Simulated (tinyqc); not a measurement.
UHF in the sto-3g basis, for CH3+, spin multiplicity 1, step by step (part 2 of 2). Computed by tinyqc, a small Python program that keeps every step (integrals from PySCF). Command: `OMP_NUM_THREADS=1 python tinyqc.py 30726 30727 out.jsonl` (the two numbers bound the seeds that draw the settings). One thread of a shared host (Intel(R) Xeon(R) Processor @ 2.60GHz), about 0.2 s of CPU time with the checks.

Geometry (angstrom):
```
atom,x,y,z
C,0.0000,0.0000,0.0690
H,1.0290,0.0000,0.0000
H,-0.5150,0.8910,0.0000
H,-0.5150,-0.8910,0.0000
```

## Iteration 2: building the Fock matrix

D(alpha) after iteration 1, lower triangle:
```
,1C 1s,1C 2s,1C 2px,1C 2py,1C 2pz,2H 1s,3H 1s,4H 1s
1C 1s,1.0376
1C 2s,-0.1183,0.4523
1C 2px,-0.0005,0.0029,0.4367
1C 2py,-0.0035,0.0142,-0.0006,0.3985
1C 2pz,0.0040,-0.0120,-0.0002,0.1773,0.0796
2H 1s,-0.0545,0.1376,0.2553,-0.0010,-0.0060,0.1906
3H 1s,-0.0550,0.1387,-0.1303,0.2044,0.0856,-0.0364,0.1826
4H 1s,-0.0532,0.1298,-0.1303,-0.2069,-0.0977,-0.0340,-0.0265,0.1889
```

D(beta) after iteration 1, lower triangle:
```
,1C 1s,1C 2s,1C 2px,1C 2py,1C 2pz,2H 1s,3H 1s,4H 1s
1C 1s,1.0376
1C 2s,-0.1183,0.4523
1C 2px,-0.0005,0.0029,0.4367
1C 2py,0.0035,-0.0142,0.0006,0.3985
1C 2pz,0.0040,-0.0120,-0.0002,-0.1773,0.0796
2H 1s,-0.0545,0.1376,0.2553,0.0010,-0.0060,0.1906
3H 1s,-0.0532,0.1298,-0.1303,0.2069,-0.0977,-0.0340,0.1889
4H 1s,-0.0550,0.1387,-0.1303,-0.2044,0.0856,-0.0364,-0.0265,0.1826
```

core Hamiltonian H = T + V (hartree), lower triangle:
```
,1C 1s,1C 2s,1C 2px,1C 2py,1C 2pz,2H 1s,3H 1s,4H 1s
1C 1s,-19.3008
1C 2s,-4.6604,-6.2006
1C 2px,0.0000,0.0001,-5.2232
1C 2py,0.0000,0.0000,0.0000,-5.2229
1C 2pz,0.0038,0.0375,0.0000,0.0000,-5.0149
2H 1s,-1.3510,-2.9015,-2.3041,0.0000,0.1643,-4.0546
3H 1s,-1.3506,-2.9011,1.1530,-1.9946,0.1643,-0.9065,-4.0544
4H 1s,-1.3506,-2.9011,1.1530,1.9946,0.1643,-0.9065,-0.9072,-4.0544
```

nuclear repulsion = 10.125892 hartree

Given earlier and not repeated: Two-electron integrals (ij|kl) in chemists' order.

J_ij = sum D_kl (ij|kl) with D = D(alpha) + D(beta), K_ij = sum D_kl (ik|jl) for each spin; F = H + J - K(s); E = tr D H + tr D J / 2 - 0.5 sum_s tr D(s) K(s) + E_nn.

Coulomb J (hartree), lower triangle:
```
,1C 1s,1C 2s,1C 2px,1C 2py,1C 2pz,2H 1s,3H 1s,4H 1s
1C 1s,11.2870
1C 2s,2.1723,5.0546
1C 2px,0.0006,0.0041,5.1075
1C 2py,0.0000,0.0000,0.0000,5.0974
1C 2pz,-0.0049,-0.0339,-0.0001,0.0000,4.9423
2H 1s,0.6286,2.3616,2.0666,0.0000,-0.1474,3.7716
3H 1s,0.6282,2.3557,-1.0293,1.7806,-0.1470,0.7120,3.7526
4H 1s,0.6282,2.3557,-1.0293,-1.7806,-0.1470,0.7120,0.7119,3.7526
```

exchange K(alpha) (hartree), lower triangle:
```
,1C 1s,1C 2s,1C 2px,1C 2py,1C 2pz,2H 1s,3H 1s,4H 1s
1C 1s,3.5860
1C 2s,0.6198,0.8383
1C 2px,0.0000,0.0018,0.7280
1C 2py,-0.0001,0.0091,-0.0001,0.6856
1C 2pz,-0.0003,-0.0300,-0.0001,0.1530,0.2235
2H 1s,0.1847,0.4677,0.4147,-0.0003,-0.0252,0.6075
3H 1s,0.1840,0.4648,-0.2056,0.3370,0.0462,0.1453,0.5848
4H 1s,0.1845,0.4611,-0.2059,-0.3383,-0.0963,0.1473,0.1538,0.5938
```

exchange K(beta) (hartree), lower triangle:
```
,1C 1s,1C 2s,1C 2px,1C 2py,1C 2pz,2H 1s,3H 1s,4H 1s
1C 1s,3.5860
1C 2s,0.6198,0.8383
1C 2px,0.0000,0.0018,0.7280
1C 2py,0.0001,-0.0091,0.0001,0.6856
1C 2pz,-0.0003,-0.0300,-0.0001,-0.1530,0.2235
2H 1s,0.1847,0.4677,0.4147,0.0003,-0.0252,0.6075
3H 1s,0.1845,0.4611,-0.2059,0.3383,-0.0963,0.1473,0.5938
4H 1s,0.1840,0.4648,-0.2056,-0.3370,0.0462,0.1453,0.1538,0.5848
```

F(alpha) (hartree), lower triangle:
```
,1C 1s,1C 2s,1C 2px,1C 2py,1C 2pz,2H 1s,3H 1s,4H 1s
1C 1s,-11.5998
1C 2s,-3.1079,-1.9842
1C 2px,0.0006,0.0025,-0.8437
1C 2py,0.0001,-0.0091,0.0001,-0.8111
1C 2pz,-0.0008,0.0337,-0.0001,-0.1530,-0.2961
2H 1s,-0.9071,-1.0077,-0.6522,0.0003,0.0421,-0.8905
3H 1s,-0.9064,-1.0101,0.3294,-0.5511,-0.0289,-0.3398,-0.8866
4H 1s,-0.9069,-1.0064,0.3296,0.5523,0.1136,-0.3418,-0.3491,-0.8956
```

F(beta) (hartree), lower triangle:
```
,1C 1s,1C 2s,1C 2px,1C 2py,1C 2pz,2H 1s,3H 1s,4H 1s
1C 1s,-11.5998
1C 2s,-3.1079,-1.9842
1C 2px,0.0006,0.0025,-0.8437
1C 2py,-0.0001,0.0091,-0.0001,-0.8111
1C 2pz,-0.0008,0.0337,-0.0001,0.1530,-0.2961
2H 1s,-0.9071,-1.0077,-0.6522,-0.0003,0.0421,-0.8905
3H 1s,-0.9069,-1.0064,0.3296,-0.5523,0.1136,-0.3418,-0.8956
4H 1s,-0.9064,-1.0101,0.3294,0.5511,-0.0289,-0.3398,-0.3491,-0.8866
```

total energy of this density = -38.722574 hartree

## Iteration 2: diagonalisation and new density

X, lower triangle:
```
,1C 1s,1C 2s,1C 2px,1C 2py,1C 2pz,2H 1s,3H 1s,4H 1s
1C 1s,1.0286
1C 2s,-0.1716,1.5313
1C 2px,0.0000,-0.0001,1.2288
1C 2py,0.0000,0.0000,0.0000,1.2285
1C 2pz,0.0026,-0.0308,0.0000,0.0000,1.0019
2H 1s,0.0262,-0.3903,-0.3918,0.0000,0.0238,1.3255
3H 1s,0.0262,-0.3902,0.1960,-0.3391,0.0238,-0.0393,1.3254
4H 1s,0.0262,-0.3902,0.1960,0.3391,0.0238,-0.0393,-0.0392,1.3254
```

Diagonalise F' = X^T F X, C = X C', fill 4 alpha and 4 beta electrons from the bottom; D(s) = C_occ C_occ^T. Each column has its largest component positive (the first on a tie).

F' = X^T F X (alpha) (hartree), lower triangle:
```
,1,2,3,4,5,6,7,8
1,-11.3577
2,-1.5891,-0.8327
3,0.0005,0.0022,-0.4558
4,0.0013,-0.0101,0.0001,-0.4293
5,-0.0002,-0.0074,0.0001,-0.1397,-0.2933
6,-0.1543,-0.4940,-0.5456,0.0001,0.0290,-0.2519
7,-0.1536,-0.4907,0.2745,-0.4635,-0.0162,-0.0817,-0.2550
8,-0.1541,-0.4897,0.2738,0.4627,0.0743,-0.0822,-0.0850,-0.2641
```

orbital energies (alpha) (hartree): MO1 -11.6060, MO2 -1.3127, MO3 -1.0007, MO4 -0.9986, MO5 -0.2666, MO6 0.3072, MO7 0.3668, MO8 0.3707

coefficients C (alpha):
```
,MO1,MO2,MO3,MO4,MO5,MO6,MO7,MO8
1C 1s,0.9927,-0.2337,-0.0034,-0.0018,-0.0192,-0.2211,-0.0114,0.0127
1C 2s,0.0343,0.7000,0.0164,0.0064,0.0954,1.5224,0.0829,-0.0850
1C 2px,-0.0001,-0.0061,0.1460,0.6354,-0.0001,-0.0882,0.5745,-0.9886
1C 2py,0.0000,0.0052,0.6194,-0.1442,-0.0624,-0.0264,0.9966,0.5803
1C 2pz,-0.0006,-0.0227,0.2007,-0.0469,0.9720,-0.1204,-0.0596,-0.0244
2H 1s,-0.0069,0.1844,0.0865,0.3877,-0.0274,-0.7123,-0.6026,1.0019
3H 1s,-0.0070,0.1865,0.2808,-0.2687,-0.1591,-0.8120,-0.5931,-0.9188
4H 1s,-0.0070,0.1913,-0.3795,-0.1174,0.1040,-0.8604,1.0579,0.0445
```

F' = X^T F X (beta) (hartree), lower triangle:
```
,1,2,3,4,5,6,7,8
1,-11.3577
2,-1.5891,-0.8327
3,0.0005,0.0022,-0.4558
4,-0.0013,0.0101,-0.0001,-0.4293
5,-0.0002,-0.0074,0.0001,0.1397,-0.2933
6,-0.1543,-0.4940,-0.5456,-0.0001,0.0290,-0.2519
7,-0.1541,-0.4897,0.2738,-0.4627,0.0743,-0.0822,-0.2641
8,-0.1536,-0.4907,0.2745,0.4635,-0.0162,-0.0817,-0.0850,-0.2550
```

orbital energies (beta) (hartree): MO1 -11.6060, MO2 -1.3127, MO3 -1.0007, MO4 -0.9986, MO5 -0.2666, MO6 0.3072, MO7 0.3668, MO8 0.3707

coefficients C (beta):
```
,MO1,MO2,MO3,MO4,MO5,MO6,MO7,MO8
1C 1s,0.9927,-0.2337,0.0034,-0.0018,-0.0192,-0.2211,-0.0114,0.0127
1C 2s,0.0343,0.7000,-0.0164,0.0064,0.0954,1.5224,0.0829,-0.0850
1C 2px,-0.0001,-0.0061,-0.1460,0.6354,-0.0001,-0.0882,0.5745,-0.9886
1C 2py,0.0000,-0.0052,0.6194,0.1442,0.0624,0.0264,-0.9966,-0.5803
1C 2pz,-0.0006,-0.0227,-0.2007,-0.0469,0.9720,-0.1204,-0.0596,-0.0244
2H 1s,-0.0069,0.1844,-0.0865,0.3877,-0.0274,-0.7123,-0.6026,1.0019
3H 1s,-0.0070,0.1913,0.3795,-0.1174,0.1040,-0.8604,1.0579,0.0445
4H 1s,-0.0070,0.1865,-0.2808,-0.2687,-0.1591,-0.8120,-0.5931,-0.9188
```

D(alpha) after iteration 2, lower triangle:
```
,1C 1s,1C 2s,1C 2px,1C 2py,1C 2pz,2H 1s,3H 1s,4H 1s
1C 1s,1.0401
1C 2s,-0.1296,0.4914
1C 2px,-0.0004,0.0022,0.4251
1C 2py,-0.0030,0.0129,-0.0012,0.4045
1C 2pz,0.0040,-0.0129,-0.0004,0.1309,0.0430
2H 1s,-0.0509,0.1328,0.2579,-0.0014,-0.0050,0.1919
3H 1s,-0.0510,0.1332,-0.1309,0.2136,0.0647,-0.0455,0.1859
4H 1s,-0.0501,0.1267,-0.1312,-0.2171,-0.0750,-0.0430,-0.0393,0.1945
```

D(beta) after iteration 2, lower triangle:
```
,1C 1s,1C 2s,1C 2px,1C 2py,1C 2pz,2H 1s,3H 1s,4H 1s
1C 1s,1.0401
1C 2s,-0.1296,0.4914
1C 2px,-0.0004,0.0022,0.4251
1C 2py,0.0030,-0.0129,0.0012,0.4045
1C 2pz,0.0040,-0.0129,-0.0004,-0.1309,0.0430
2H 1s,-0.0509,0.1328,0.2579,0.0014,-0.0050,0.1919
3H 1s,-0.0501,0.1267,-0.1312,0.2171,-0.0750,-0.0430,0.1945
4H 1s,-0.0510,0.1332,-0.1309,-0.2136,0.0647,-0.0455,-0.0393,0.1859
```

## Iteration 31 (converged): orbitals

converged F(alpha) (hartree), lower triangle:
```
,1C 1s,1C 2s,1C 2px,1C 2py,1C 2pz,2H 1s,3H 1s,4H 1s
1C 1s,-11.6135
1C 2s,-3.1089,-1.9967
1C 2px,0.0000,0.0001,-0.8467
1C 2py,0.0000,0.0000,0.0000,-0.8464
1C 2pz,-0.0008,0.0324,0.0000,0.0000,-0.2643
2H 1s,-0.9076,-1.0112,-0.6561,0.0000,0.0401,-0.8959
3H 1s,-0.9074,-1.0110,0.3283,-0.5681,0.0401,-0.3396,-0.8958
4H 1s,-0.9074,-1.0110,0.3283,0.5681,0.0401,-0.3396,-0.3399,-0.8958
```

converged F(beta) (hartree), lower triangle:
```
,1C 1s,1C 2s,1C 2px,1C 2py,1C 2pz,2H 1s,3H 1s,4H 1s
1C 1s,-11.6135
1C 2s,-3.1089,-1.9967
1C 2px,0.0000,0.0001,-0.8467
1C 2py,0.0000,0.0000,0.0000,-0.8464
1C 2pz,-0.0008,0.0324,0.0000,0.0000,-0.2643
2H 1s,-0.9076,-1.0112,-0.6561,0.0000,0.0401,-0.8959
3H 1s,-0.9074,-1.0110,0.3283,-0.5681,0.0401,-0.3396,-0.8958
4H 1s,-0.9074,-1.0110,0.3283,0.5681,0.0401,-0.3396,-0.3399,-0.8958
```

As before.

F' = X^T F X (alpha) (hartree), lower triangle:
```
,1,2,3,4,5,6,7,8
1,-11.3722
2,-1.5854,-0.8499
3,0.0000,0.0000,-0.4586
4,0.0000,0.0000,0.0000,-0.4587
5,-0.0001,-0.0076,0.0000,0.0000,-0.2616
6,-0.1548,-0.4925,-0.5465,0.0000,0.0276,-0.2575
7,-0.1547,-0.4924,0.2734,-0.4731,0.0276,-0.0792,-0.2575
8,-0.1547,-0.4924,0.2734,0.4731,0.0276,-0.0792,-0.0790,-0.2575
```

orbital energies (alpha) (hartree): MO1 -11.6195, MO2 -1.3211, MO3 -1.0024, MO4 -1.0022, MO5 -0.2640, MO6 0.3051, MO7 0.3650, MO8 0.3656

coefficients C (alpha):
```
,MO1,MO2,MO3,MO4,MO5,MO6,MO7,MO8
1C 1s,0.9928,-0.2353,0.0000,0.0000,-0.0191,-0.2197,0.0000,0.0003
1C 2s,0.0338,0.7118,0.0001,0.0000,0.0967,1.5215,0.0000,-0.0023
1C 2px,0.0000,-0.0001,0.6512,-0.0007,0.0000,0.0015,0.0012,1.1473
1C 2py,0.0000,0.0000,0.0007,0.6512,0.0000,0.0000,1.1467,-0.0011
1C 2pz,-0.0006,-0.0205,0.0000,0.0000,0.9953,-0.1236,0.0000,0.0002
2H 1s,-0.0068,0.1813,0.3985,-0.0004,-0.0295,-0.8005,-0.0011,-1.1107
3H 1s,-0.0068,0.1813,-0.1989,0.3454,-0.0295,-0.7978,-0.9622,0.5583
4H 1s,-0.0068,0.1813,-0.1996,-0.3450,-0.0295,-0.7978,0.9633,0.5563
```

F' = X^T F X (beta) (hartree), lower triangle:
```
,1,2,3,4,5,6,7,8
1,-11.3722
2,-1.5854,-0.8499
3,0.0000,0.0000,-0.4586
4,0.0000,0.0000,0.0000,-0.4587
5,-0.0001,-0.0076,0.0000,0.0000,-0.2616
6,-0.1548,-0.4925,-0.5465,0.0000,0.0276,-0.2575
7,-0.1547,-0.4924,0.2734,-0.4731,0.0276,-0.0792,-0.2575
8,-0.1547,-0.4924,0.2734,0.4731,0.0276,-0.0792,-0.0790,-0.2575
```

orbital energies (beta) (hartree): MO1 -11.6195, MO2 -1.3211, MO3 -1.0024, MO4 -1.0022, MO5 -0.2640, MO6 0.3051, MO7 0.3650, MO8 0.3656

coefficients C (beta):
```
,MO1,MO2,MO3,MO4,MO5,MO6,MO7,MO8
1C 1s,0.9928,-0.2353,0.0000,0.0000,-0.0191,-0.2197,0.0000,0.0003
1C 2s,0.0338,0.7118,0.0001,0.0000,0.0967,1.5215,0.0000,-0.0023
1C 2px,0.0000,-0.0001,0.6512,0.0007,0.0000,0.0015,-0.0012,1.1473
1C 2py,0.0000,0.0000,-0.0007,0.6512,0.0000,0.0000,1.1467,0.0011
1C 2pz,-0.0006,-0.0205,0.0000,0.0000,0.9953,-0.1236,0.0000,0.0002
2H 1s,-0.0068,0.1813,0.3985,0.0004,-0.0295,-0.8005,0.0011,-1.1107
3H 1s,-0.0068,0.1813,-0.1996,0.3450,-0.0295,-0.7978,-0.9633,0.5563
4H 1s,-0.0068,0.1813,-0.1989,-0.3454,-0.0295,-0.7978,0.9622,0.5583
```

D(alpha) after iteration 31, lower triangle:
```
,1C 1s,1C 2s,1C 2px,1C 2py,1C 2pz,2H 1s,3H 1s,4H 1s
1C 1s,1.0410
1C 2s,-0.1339,0.5078
1C 2px,0.0000,0.0000,0.4240
1C 2py,0.0000,0.0000,0.0000,0.4241
1C 2pz,0.0042,-0.0146,0.0000,0.0000,0.0004
2H 1s,-0.0494,0.1289,0.2594,0.0000,-0.0037,0.1917
3H 1s,-0.0494,0.1288,-0.1297,0.2248,-0.0037,-0.0465,0.1917
4H 1s,-0.0494,0.1288,-0.1297,-0.2248,-0.0037,-0.0465,-0.0465,0.1917
```

D(beta) after iteration 31, lower triangle:
```
,1C 1s,1C 2s,1C 2px,1C 2py,1C 2pz,2H 1s,3H 1s,4H 1s
1C 1s,1.0410
1C 2s,-0.1339,0.5078
1C 2px,0.0000,0.0000,0.4240
1C 2py,0.0000,0.0000,0.0000,0.4241
1C 2pz,0.0042,-0.0146,0.0000,0.0000,0.0004
2H 1s,-0.0494,0.1289,0.2594,0.0000,-0.0037,0.1917
3H 1s,-0.0494,0.1288,-0.1297,0.2248,-0.0037,-0.0465,0.1917
4H 1s,-0.0494,0.1288,-0.1297,-0.2248,-0.0037,-0.0465,-0.0465,0.1917
```

## Convergence

Stop when the energy changes by less than 1e-09 hartree and every element of the error matrix X^T (F D S - S D F) X (for each spin) is below 9e-06.

Course of the cycle:
```
iteration,E (hartree),change,largest element of the error matrix
1,-38.654843,-,1.65e-01
2,-38.722574,-6.77e-02,4.31e-02
3,-38.739329,-1.68e-02,3.14e-02
4,-38.747078,-7.75e-03,2.28e-02
5,-38.751131,-4.05e-03,1.68e-02
6,-38.753321,-2.19e-03,1.24e-02
7,-38.754521,-1.20e-03,9.18e-03
8,-38.755183,-6.62e-04,6.82e-03
9,-38.755550,-3.67e-04,5.08e-03
10,-38.755754,-2.04e-04,3.79e-03
11,-38.755868,-1.13e-04,2.82e-03
12,-38.755931,-6.31e-05,2.11e-03
13,-38.755966,-3.51e-05,1.57e-03
14,-38.755985,-1.96e-05,1.17e-03
...,...,...,...
18,-38.756008,-1.88e-06,3.64e-04
19,-38.756009,-1.05e-06,2.71e-04
20,-38.756009,-5.83e-07,2.02e-04
21,-38.756009,-3.25e-07,1.51e-04
22,-38.756010,-1.81e-07,1.13e-04
23,-38.756010,-1.01e-07,8.42e-05
24,-38.756010,-5.61e-08,6.28e-05
25,-38.756010,-3.12e-08,4.69e-05
26,-38.756010,-1.74e-08,3.50e-05
27,-38.756010,-9.69e-09,2.61e-05
28,-38.756010,-5.40e-09,1.95e-05
29,-38.756010,-3.01e-09,1.45e-05
30,-38.756010,-1.67e-09,1.08e-05
31,-38.756010,-9.32e-10,8.10e-06
```

PySCF UHF in the same basis, after a stability check = -38.756010 hartree

Converged in 31 iterations.

## Populations, bond orders and dipole

overlap S, lower triangle:
```
,1C 1s,1C 2s,1C 2px,1C 2py,1C 2pz,2H 1s,3H 1s,4H 1s
1C 1s,1.0000
1C 2s,0.2484,1.0000
1C 2px,0.0000,0.0000,1.0000
1C 2py,0.0000,0.0000,0.0000,1.0000
1C 2pz,0.0000,0.0000,0.0000,0.0000,1.0000
2H 1s,0.0714,0.5250,0.4855,0.0000,-0.0326,1.0000
3H 1s,0.0714,0.5249,-0.2429,0.4203,-0.0325,0.1686,1.0000
4H 1s,0.0714,0.5249,-0.2429,-0.4203,-0.0325,0.1686,0.1687,1.0000
```

Mulliken: Z minus the diagonal of D S on the atom; Loewdin: the same with S^(1/2) D S^(1/2); Mayer order: 2 sum_s sum (D(s) S)_ij (D(s) S)_ji over the two atoms.

Charges (e):
```
atom,Mulliken,Loewdin,Mulliken spin
1C,0.1973,0.4602,0
2H,0.2676,0.1800,0
3H,0.2675,0.1799,-5.11e-06
4H,0.2675,0.1799,5.11e-06
```

Mayer bond orders:
```
pair,order
2-1,0.9249
3-1,0.9250
3-2,0.0017
4-1,0.9250
4-2,0.0017
4-3,0.0017
```

dipole moment about the origin, x y z (debye): -0.0011  0.0000  0.2497

<S^2> of the determinant (pure state: 0) = 6.96e-09
